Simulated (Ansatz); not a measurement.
Ideal-gas functions of ClHOSi, SMILES `O[Si]Cl` at 800 K and 1 bar, from an Ansatz frequency run at PBE0-D4/def2-TZVP.

Molar mass 80.55 g/mol, point group Cs (symmetry number 1), electronic degeneracy 1, moments of inertia 23.325, 111.973, 135.298 u Å². Harmonic wavenumbers (cm⁻¹, unscaled): 261, 479, 514, 777, 906, 3849.

Use S(trans) = R[1.5 ln M + 2.5 ln T − 1.1517]; rotational temperatures θ = 24.2544 K / I; S(rot) = R[ln(√π/σ · √(T³/θAθBθC)) + 1.5]; for each mode x = 1.438777 ν̃/T, S = R[x/(eˣ − 1) − ln(1 − e⁻ˣ)] and H = RT x/(eˣ − 1); 1 cm⁻¹ = 0.0119627 kJ/mol; R = 8.31446 J/(mol·K).

**Question.** By hand: the entropy, in J/(mol·K).

**Answer.** Translation 184.1. Rotation: θ = 1.0398, 0.2166, 0.1793 K, giving 113.9. Vibration, mode by mode: 14.68, 9.81, 9.26, 6.18, 5.12, 0.06, in all 45.1. Electronic 0.0. Sum 343.1 J/(mol·K).

**Question.** By hand: H − E and G − E in kJ/mol, counted from the electronic energy.

**Answer.** Zero-point energy ½ × 6786 × 0.0119627 = 40.6; thermal vibration 19.2; translation, rotation and pV give 4 RT = 26.6. H − E = 86.4 kJ/mol, and G − E = 86.4 − 800 × 343.1/1000 = -188.1 kJ/mol.

Vibration gives 13 % of the entropy. The sum counts one conformer and one mirror image; others add a mixing term.
